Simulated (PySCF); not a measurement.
# C2H3F3 (Ethane, 1,1,1-trifluoro-): the cost of one run

Computed with PySCF 2.14.0, with density-fitted response routines of our own, on a single molecule in the gas phase. Atoms count from 0, in the outputs and in this text.

### 1 The molecule as given

8 atoms, charge 0, multiplicity 1; geometry from: MMFF94s. The atoms were then displaced at random by about 0.03 Å, so the start is not that level's minimum.

Bonds of the start (Å): C0–C1 1.59, C1–F2 1.38, C1–F3 1.35, C1–F4 1.32, C0–H5 0.99, C0–H6 1.12, C0–H7 1.13.

### 2 Geometry optimisation at PBE0-D3(BJ)/def2-SVP

Job settings and geometry (Å):

```
{"job": {"xc": "PBE0", "basis": "def2-SVP", "d3": "d3bj", "grid": 1, "shake": 0.03, "kind": "geom"}, "charge": 0, "multiplicity": 1}
C      0.836120    -0.222950     0.031520
C     -0.719940     0.119120    -0.023680
F     -1.380630    -0.658880    -0.951430
F     -0.843540     1.425860    -0.357700
F     -1.276110    -0.120640     1.154470
H      0.951360    -1.175580     0.279660
H      1.297930     0.486480     0.757420
H      1.273030     0.060940    -0.973960
```

On the command line:

```sh
> OMP_NUM_THREADS=1 python probes_run.py task.json out
```

The driver reads the jobs from task.json and runs them one after another.

Q: Estimate the wall time and peak memory of this first job on 1 thread of Arm Neoverse V1, shared host.

About 14 s, with a peak of 0.35 GiB.
